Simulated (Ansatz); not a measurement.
A structure relaxed at PBE0-D4/def2-TZVP, charge 0, multiplicity 1:

```csv
atom,x (Å),y (Å),z (Å)
N1,-1.297,-0.926,-2.499
C2,-1.203,-0.555,-1.416
C3,-1.055,-0.072,-0.052
C4,0.272,0.619,0.153
C5,1.427,-0.104,0.666
O6,0.669,0.766,1.498
H7,-1.874,0.618,0.169
H8,-1.140,-0.913,0.641
H9,0.441,1.491,-0.475
H10,1.332,-1.163,0.893
H11,2.427,0.240,0.423
```

Task: Give its formula and SMILES.

Result: C4H5NO, `N#CCC1CO1`.

Task: Summarise the bond lengths by kind.

Result: 1 × C–N 1.149 Å; 3 × C–C 1.454 to 1.510 Å; 5 × C–H 1.086 to 1.094 Å; 2 × C–O 1.410 to 1.422 Å.

Computed with Ansatz.
